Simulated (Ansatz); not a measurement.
**CH6OSi: molecular dynamics**

Aim: follow the molecule's vibrations and see whether its bonds hold. The start is relaxed first. Runs: 300 steps of 1 fs at constant energy, with velocities drawn for 400 K. SMILES of the start: C[SiH2]O.

All numbers below are computed with Ansatz 0.2.0 (RKS r2SCAN/cc-pVDZ).

## (1) The system as given

Bond lengths: Si1–C2 1.870 Å, C2–H3 1.110 Å, C2–H4 1.110 Å, C2–H5 1.110 Å, Si1–O6 1.680 Å, O6–H7 1.010 Å, Si1–H8 1.459 Å, Si1–H9 1.459 Å. Angles: Si1–C2–H3 109.5°, Si1–C2–H4 109.5°, Si1–C2–H5 109.5°, H3–C2–H4 109.4°, H3–C2–H5 109.4°, H4–C2–H5 109.4°, C2–Si1–O6 109.4°, C2–Si1–H8 109.5°, C2–Si1–H9 109.5°, O6–Si1–H8 109.5°, O6–Si1–H9 109.5°, H8–Si1–H9 109.5°, Si1–O6–H7 109.5°.

As a file:

```xyz
9

Si    0.0000    0.0000    0.0000
C     0.0000    0.0000    1.8700
H    -0.9996   -0.3092    2.2405
H     0.7676   -0.7111    2.2405
H     0.2320    1.0203    2.2405
O     1.5842    0.0000   -0.5594
H     1.9006   -0.9521   -0.6761
H    -0.6877    1.1914   -0.4862
H    -0.6877   -1.1914   -0.4862
```

## (2) Relaxing the start

The input, input.yaml:

```yaml
crystal:
  periodic: [false, false, false]
  atoms:
    - { symbol: Si, position_ang: [0.0, 0.0, 0.0] }
    - { symbol: C, position_ang: [0.0, 0.0, 1.87] }
    - { symbol: H, position_ang: [-0.9996, -0.3092, 2.2405] }
    - { symbol: H, position_ang: [0.7676, -0.7111, 2.2405] }
    - { symbol: H, position_ang: [0.232, 1.0203, 2.2405] }
    - { symbol: O, position_ang: [1.5842, 0.0, -0.5594] }
    - { symbol: H, position_ang: [1.9006, -0.9521, -0.6761] }
    - { symbol: H, position_ang: [-0.6877, 1.1914, -0.4862] }
    - { symbol: H, position_ang: [-0.6877, -1.1914, -0.4862] }
basis:
  gaussian: { orbitals: cc-pVDZ }
hamiltonian:
  xc: r2scan
relax:
  f_tol: 0.02
  max_steps: 40
```

Command:

```
$ ansatz run input.yaml --threads 1 --pin off --max-ram 2048MiB --backend cpu --events-out ev --progress --plain --runs-dir out
```

The log of the run, cut to the lines that bear on the results:

```text
Warning: RAYON_NUM_THREADS=1 ignored (pool sized by the plan → 1); use --threads N
[...]
Functional definition: r2SCAN
[...]
901 factors; their error is unknown
[...]
mean field -11057.98235547 eV, -406.3733561940 hartree, gradient 3.4e-5 eV, S^2 0.000000; 0 other end points of the search recorded, 0 dependent functions left out
[...]
reference -11057.98236493 eV, -406.3733565416 hartree; 17, 17 occupied and 59, 59 virtual orbitals, 901 factors
relax step   1: F+E_penalty+E_count = -11057.98235547 eV  Δ(F+E_penalty+E_count) = +0.000e0 eV  max|allowed force component| = 1.849e0 eV/Å  Δτ_max = 0.0000 Å  (25 SCF iters, accepted)
[...]
relax step   5: F+E_penalty+E_count = -11058.11756584 eV  Δ(F+E_penalty+E_count) = -8.943e-3 eV  max|allowed force component| = 1.058e-1 eV/Å  Δτ_max = 0.0570 Å  (27 SCF iters, accepted)
[...]
relax step   6: F+E_penalty+E_count = -11058.11799575 eV  Δ(F+E_penalty+E_count) = -4.299e-4 eV  max|allowed force component| = 1.653e-2 eV/Å  Δτ_max = 0.0071 Å  (29 SCF iters, accepted)
901 factors; their error is unknown
[...]
mean field -11058.11799575 eV, -406.3783408821 hartree, gradient 1.2e-5 eV, S^2 0.000000; 1 other end points of the search recorded, 0 dependent functions left out
[...]
reference -11058.11800524 eV, -406.3783412309 hartree; 17, 17 occupied and 59, 59 virtual orbitals, 901 factors
Total energy: -11058.11800524 eV, -406.3783412309 hartree
Atom 0 at    -0.034115    -0.058419    -0.013323 Å, force     0.004547    -0.014841    -0.007108 eV/Å
Atom 1 at     0.010224    -0.024308     1.864025 Å, force    -0.016532     0.009979     0.008561 eV/Å
Atom 2 at    -1.015795    -0.035593     2.269959 Å, force     0.007207    -0.000860    -0.008089 eV/Å
Atom 3 at     0.541013    -0.897212     2.278219 Å, force     0.005920     0.003438    -0.006003 eV/Å
Atom 4 at     0.510028     0.888251     2.226136 Å, force     0.004797    -0.002937     0.011347 eV/Å
Atom 5 at     1.508265     0.056980    -0.703586 Å, force     0.002772    -0.002450    -0.002111 eV/Å
Atom 6 at     2.081893    -0.702331    -0.533419 Å, force    -0.011812     0.008000     0.002418 eV/Å
Atom 7 at    -0.761442     1.134336    -0.542124 Å, force     0.004850    -0.001219     0.001225 eV/Å
Atom 8 at    -0.730670    -1.313804    -0.462288 Å, force    -0.001749     0.000889    -0.000241 eV/Å
Dipole moment:     0.067399    -0.242021     0.274760 e Å
```

It took 18 s on 1 thread of AMD EPYC 7R43 (Zen 3), shared host; peak memory 0.15 GiB.

Step by step:

```csv
step,energy from step 1 (eV),largest force component (eV/Å)
1,0.0000,1.8489
2,-0.1051,0.6562
3,-0.1218,0.1169
4,-0.1263,0.2480
5,-0.1352,0.1058
6,-0.1356,0.0165
```

Step 1 is the start.

After: Bond lengths: Si1–C2 1.878 Å, C2–H3 1.103 Å, C2–H4 1.102 Å, C2–H5 1.102 Å, Si1–O6 1.694 Å, O6–H7 0.967 Å, Si1–H8 1.494 Å, Si1–H9 1.504 Å. Angles: Si1–C2–H3 110.2°, Si1–C2–H4 111.9°, Si1–C2–H5 110.8°, H3–C2–H4 107.5°, H3–C2–H5 108.0°, H4–C2–H5 108.3°, C2–Si1–O6 112.6°, C2–Si1–H8 110.5°, C2–Si1–H9 108.9°, O6–Si1–H8 104.2°, O6–Si1–H9 110.9°, H8–Si1–H9 109.6°, Si1–O6–H7 114.5°.

## (3) Dynamics

300 steps of 1 fs at constant energy, with velocities drawn for 400 K, from the relaxed start.

The input, input.yaml:

```yaml
crystal:
  periodic: [false, false, false]
  atoms:
    - { symbol: Si, position_ang: [-0.034115, -0.058419, -0.013323] }
    - { symbol: C, position_ang: [0.010224, -0.024308, 1.864025] }
    - { symbol: H, position_ang: [-1.015795, -0.035593, 2.269959] }
    - { symbol: H, position_ang: [0.541013, -0.897212, 2.278219] }
    - { symbol: H, position_ang: [0.510028, 0.888251, 2.226136] }
    - { symbol: O, position_ang: [1.508265, 0.05698, -0.703586] }
    - { symbol: H, position_ang: [2.081893, -0.702331, -0.533419] }
    - { symbol: H, position_ang: [-0.761442, 1.134336, -0.542124] }
    - { symbol: H, position_ang: [-0.73067, -1.313804, -0.462288] }
basis:
  gaussian: { orbitals: cc-pVDZ }
hamiltonian:
  xc: r2scan
md:
  timestep: 1.0
  n_steps: 300
  ensemble: nve
  temperature: 400.0
  initial_velocities: maxwell_boltzmann
  seed: 901605
```

Command:

```
$ ansatz run input.yaml --threads 1 --pin off --max-ram 2048MiB --backend cpu --events-out ev --progress --plain --runs-dir out
```

The log of the run, cut to the lines that bear on the results:

```text
Warning: RAYON_NUM_THREADS=1 ignored (pool sized by the plan → 1); use --threads N
[...]
[... 1 set-up line as earlier in the session ...]
[...]
901 factors; their error is unknown
[...]
mean field -11058.11801370 eV, -406.3783415418 hartree, gradient 3.8e-5 eV, S^2 0.000000; 0 other end points of the search recorded, 0 dependent functions left out
[...]
reference -11058.11802319 eV, -406.3783418904 hartree; 17, 17 occupied and 59, 59 virtual orbitals, 901 factors
md step     0: t =     0.00 fs  T =   400.0 K  F+E_penalty+E_count = -11058.11801370 eV  E_kin = 0.361928 eV  conserved = -11057.75608570 eV  (25 SCF iters)
[...]
md step    20: t =    20.00 fs  T =   221.1 K  F+E_penalty+E_count = -11057.94931402 eV  E_kin = 0.200013 eV  conserved = -11057.74930124 eV  (28 SCF iters)
[...]
md step    40: t =    40.00 fs  T =   233.6 K  F+E_penalty+E_count = -11057.95953812 eV  E_kin = 0.211355 eV  conserved = -11057.74818290 eV  (28 SCF iters)
[...]
md step    60: t =    60.00 fs  T =   197.4 K  F+E_penalty+E_count = -11057.92641645 eV  E_kin = 0.178653 eV  conserved = -11057.74776334 eV  (28 SCF iters)
[...]
md step    79: t =    79.00 fs  T =   259.6 K  F+E_penalty+E_count = -11057.98675589 eV  E_kin = 0.234916 eV  conserved = -11057.75184018 eV  (28 SCF iters)
md step    80: t =    80.00 fs  T =   217.8 K  F+E_penalty+E_count = -11057.94825206 eV  E_kin = 0.197046 eV  conserved = -11057.75120638 eV  (28 SCF iters)
```

## (4) The log goes on: dynamics from the start

The log, continued, cut to the lines that bear on the results:

```text
md step    81: t =    81.00 fs  T =   152.6 K  F+E_penalty+E_count = -11057.88550792 eV  E_kin = 0.138044 eV  conserved = -11057.74746400 eV  (28 SCF iters)
[...]
md step   106: t =   106.00 fs  T =   198.5 K  F+E_penalty+E_count = -11057.93113658 eV  E_kin = 0.179612 eV  conserved = -11057.75152487 eV  (28 SCF iters)
[...]
md step   131: t =   131.00 fs  T =   257.2 K  F+E_penalty+E_count = -11057.98456564 eV  E_kin = 0.232723 eV  conserved = -11057.75184224 eV  (28 SCF iters)
[...]
md step   156: t =   156.00 fs  T =   195.3 K  F+E_penalty+E_count = -11057.92406294 eV  E_kin = 0.176732 eV  conserved = -11057.74733073 eV  (28 SCF iters)
[...]
md step   181: t =   181.00 fs  T =   181.6 K  F+E_penalty+E_count = -11057.91154670 eV  E_kin = 0.164316 eV  conserved = -11057.74723090 eV  (28 SCF iters)
md step   182: t =   182.00 fs  T =   136.5 K  F+E_penalty+E_count = -11057.86892336 eV  E_kin = 0.123514 eV  conserved = -11057.74540952 eV  (28 SCF iters)
md step   183: t =   183.00 fs  T =   157.2 K  F+E_penalty+E_count = -11057.88958894 eV  E_kin = 0.142241 eV  conserved = -11057.74734784 eV  (28 SCF iters)
```

## (5) The log goes on: dynamics from the start

The log, continued, cut to the lines that bear on the results:

```text
md step   184: t =   184.00 fs  T =   214.3 K  F+E_penalty+E_count = -11057.94459562 eV  E_kin = 0.193932 eV  conserved = -11057.75066340 eV  (28 SCF iters)
[...]
md step   205: t =   205.00 fs  T =   206.5 K  F+E_penalty+E_count = -11057.93745886 eV  E_kin = 0.186835 eV  conserved = -11057.75062364 eV  (28 SCF iters)
[...]
md step   226: t =   226.00 fs  T =   279.4 K  F+E_penalty+E_count = -11058.00586026 eV  E_kin = 0.252781 eV  conserved = -11057.75307935 eV  (28 SCF iters)
[...]
md step   247: t =   247.00 fs  T =   297.0 K  F+E_penalty+E_count = -11058.02268539 eV  E_kin = 0.268755 eV  conserved = -11057.75392993 eV  (28 SCF iters)
[...]
md step   299: t =   299.00 fs  T =   167.9 K  F+E_penalty+E_count = -11057.89984318 eV  E_kin = 0.151925 eV  conserved = -11057.74791866 eV  (28 SCF iters)
[...]
Total energy: -11057.95067975 eV, -406.3721921325 hartree
Atom 0 at    -0.034529    -0.073118    -0.033838 Å, force    -0.889536    -0.801486     0.868488 eV/Å
Atom 1 at     0.016954     0.042239     1.862032 Å, force     0.586798    -1.066142     0.094260 eV/Å
Atom 2 at    -0.990501    -0.116705     2.270082 Å, force    -0.228869     0.250883     0.026726 eV/Å
Atom 3 at     0.596947    -0.832534     2.262044 Å, force    -0.158524     0.428320    -0.277328 eV/Å
Atom 4 at     0.480092     0.939317     2.311516 Å, force    -0.206444     0.028917    -0.301879 eV/Å
Atom 5 at     1.528936    -0.040247    -0.631577 Å, force     0.019059    -0.843914     0.640950 eV/Å
Atom 6 at     1.735690     0.625195    -1.263899 Å, force     0.275008     0.931473    -0.930853 eV/Å
Atom 7 at    -0.894360     1.079475    -0.476427 Å, force     0.109324    -0.081515    -0.349928 eV/Å
Atom 8 at    -0.699589    -1.461319    -0.414406 Å, force     0.493184     1.153464     0.229565 eV/Å
Dipole moment:    -0.008091     0.239079    -0.059646 e Å
```

It took 14 min on 1 thread of AMD EPYC 7R43 (Zen 3), shared host; peak memory 0.14 GiB.

## (6) The trajectory

One step in 16; energies are changes from step 0:

```csv
time (fs),T (K),potential energy change (meV/atom),total energy change (meV/atom)
0.0,400,0.0,0.00
16.0,318,8.5,0.23
32.0,203,20.2,0.43
48.0,194,21.1,0.45
64.0,220,18.5,0.43
80.0,218,18.9,0.54
96.0,189,22.0,0.81
112.0,168,24.2,0.86
128.0,167,24.2,0.80
144.0,142,26.9,0.89
160.0,113,30.0,1.14
176.0,149,26.4,1.13
192.0,170,24.1,0.98
208.0,203,20.7,0.94
224.0,200,21.1,1.01
240.0,158,25.5,1.10
256.0,177,23.3,0.84
272.0,289,11.8,0.69
288.0,272,13.6,0.76
300.0,222,18.6,0.70
```

time (fs), T (K) and a bar:
```
      0.0        400 ##############################
     13.0        128 ##
     26.0        191 #########
     39.0        250 ###############
     52.0        165 ######
     65.0        138 ###
     78.0        264 ################
     91.0        205 ##########
    104.0        148 ####
    117.0        250 ###############
    130.0        172 #######
    143.0        182 ########
    157.0        204 ##########
    170.0        228 ############
    183.0        157 #####
    196.0        255 ###############
    209.0        240 ##############
    222.0        194 #########
    235.0        109 
    248.0        313 #####################
    261.0        145 ####
    274.0        253 ###############
    287.0        261 ################
    300.0        222 ############
```

Maxima of the velocity power spectrum (cm⁻¹, relative height; resolution about 220 cm⁻¹): 220 (37), 890 (100), 2170 (83), 3170 (66), 3920 (16).

## (7) Frames from the trajectory

Positions (Å) and forces (eV/Å):

```xyz
9
time_fs=38.0 T=265 dE=0.1258
Si   -0.002   -0.045    0.007   -0.230   -0.460   -0.076
C    -0.039   -0.024    1.914   -1.308    0.295   -0.340
H    -1.111   -0.304    2.172    0.837    0.367   -0.198
H     0.566   -0.774    2.402    0.572   -0.521    0.221
H     0.171    0.962    2.371    0.007   -0.183   -0.193
O     1.517    0.040   -0.784   -0.558    0.000    0.389
H     2.039   -0.767   -0.703    0.095   -0.108    0.025
H    -0.699    1.194   -0.484    0.025   -0.217    0.016
H    -0.790   -1.341   -0.406    0.561    0.827    0.156
9
time_fs=75.0 T=228 dE=0.1630
Si   -0.058   -0.057   -0.024    1.903    1.590    0.809
C     0.025   -0.016    1.869    0.991   -0.688   -0.198
H    -0.988   -0.202    2.219   -0.435   -0.194    0.450
H     0.725   -0.828    2.256   -0.816    0.712   -0.320
H     0.368    0.942    2.288    0.012    0.034   -0.137
O     1.540    0.054   -0.687   -0.347   -1.192    0.152
H     2.004   -0.823   -0.653   -0.509    1.059   -0.033
H    -0.758    1.167   -0.503   -0.076   -0.004   -0.150
H    -0.733   -1.253   -0.396   -0.722   -1.317   -0.572
9
time_fs=112.0 T=168 dE=0.2180
Si   -0.082   -0.066   -0.030    0.605   -0.755   -0.703
C     0.070   -0.019    1.815   -1.505    0.364    0.683
H    -0.927    0.006    2.349    0.646    0.242   -0.499
H     0.524   -0.912    2.200    0.716   -0.837    0.303
H     0.665    0.853    2.118   -0.003    0.057    0.057
O     1.541    0.070   -0.641   -1.730    0.779   -0.223
H     2.048   -0.686   -0.384    0.727   -0.933    0.272
H    -0.779    1.184   -0.472   -0.016   -0.224   -0.234
H    -0.786   -1.428   -0.509    0.559    1.306    0.344
9
time_fs=150.0 T=166 dE=0.2215
Si   -0.038   -0.061    0.003    1.567    1.082   -0.148
C    -0.018   -0.025    1.868    2.209   -1.652    0.051
H    -0.994    0.157    2.251   -1.222    0.091    0.569
H     0.360   -1.064    2.210   -0.655    1.356   -0.183
H     0.684    0.716    2.286   -0.107    0.059   -0.052
O     1.518    0.056   -0.759   -0.050   -0.441    1.010
H     2.225   -0.461   -0.299   -0.797    0.486   -0.476
H    -0.762    1.145   -0.466   -0.181    0.032   -0.301
H    -0.617   -1.318   -0.372   -0.763   -1.013   -0.470
9
time_fs=188.0 T=185 dE=0.2031
Si   -0.018   -0.063    0.009   -0.085   -0.319   -0.733
C    -0.040   -0.032    1.875   -1.010    1.029    0.307
H    -1.081    0.031    2.340    0.990   -0.043   -0.729
H     0.427   -0.900    2.267    0.619   -1.341    0.689
H     0.543    0.827    2.246   -0.075    0.121   -0.004
O     1.518    0.067   -0.763   -1.101    0.527    0.433
H     2.135   -0.645   -0.613    0.361   -0.592    0.152
H    -0.679    1.233   -0.387   -0.052   -0.412   -0.289
H    -0.717   -1.401   -0.445    0.354    1.029    0.174
9
time_fs=225.0 T=248 dE=0.1432
Si   -0.057   -0.050   -0.029    0.467   -0.206    0.335
C     0.022   -0.012    1.841    2.172   -0.982   -0.071
H    -0.902   -0.238    2.324   -1.134   -0.216    0.511
H     0.759   -0.858    2.108   -0.878    1.034   -0.109
H     0.436    0.923    2.262   -0.064   -0.093   -0.176
O     1.533    0.045   -0.632   -0.389    0.406    0.076
H     1.917   -0.756   -0.994    0.002   -0.294   -0.087
H    -0.787    1.171   -0.460   -0.153    0.004   -0.381
H    -0.685   -1.371   -0.432   -0.022    0.346   -0.098
9
time_fs=262.0 T=219 dE=0.1708
Si   -0.059   -0.056   -0.047    0.220    0.971    1.402
C     0.059    0.001    1.845   -2.043    0.284   -0.332
H    -0.967   -0.257    2.281    1.065    0.260   -0.414
H     0.756   -0.731    2.177    0.900   -0.911    0.591
H     0.336    0.990    2.241    0.064   -0.003   -0.153
O     1.535    0.010   -0.577    0.613   -0.383   -1.319
H     1.747   -0.415   -1.447   -0.393    0.589    1.062
H    -0.905    1.152   -0.349    0.076   -0.098   -0.498
H    -0.669   -1.288   -0.514   -0.503   -0.710   -0.339
9
time_fs=300.0 T=222 dE=0.1673
Si   -0.035   -0.073   -0.034   -0.889   -0.801    0.869
C     0.017    0.042    1.862    0.587   -1.066    0.094
H    -0.991   -0.117    2.270   -0.229    0.251    0.027
H     0.597   -0.833    2.262   -0.159    0.428   -0.277
H     0.480    0.939    2.312   -0.206    0.029   -0.302
O     1.529   -0.040   -0.632    0.019   -0.844    0.641
H     1.736    0.625   -1.264    0.275    0.931   -0.931
H    -0.894    1.079   -0.476    0.109   -0.082   -0.350
H    -0.700   -1.461   -0.414    0.493    1.153    0.230
```

## (8) Outcome

| quantity | value |
| --- | --- |
| relaxation of the start | 5 moves, 0.136 eV lower |
| length | 300 steps of 1 fs |
| temperature, first and last step | 400 and 222 K |
| temperature, second half | mean 210 K, from 105 to 329 K |
| potential energy, second half | +20 meV/atom from the start |
| largest change of the total energy | 1.45 meV/atom |
| bonds formed or broken | 0 |

In words: The temperature starts at 400 K and averages 210 K in the second half, where it ranges from 105 to 329 K; a mean near half the start is what vibrations about a minimum give, since they share energy equally between motion and strain. The total energy strays from its start by at most 1.45 meV/atom, 7.0 % of the mean kinetic energy, which is poor: the step of 1 fs is too long for the fastest motion. No bond forms or breaks. A run of 300 fs with 9 atoms shows the motion but fixes no equilibrium value. The nuclei move classically, without zero-point motion, which matters most for hydrogen.
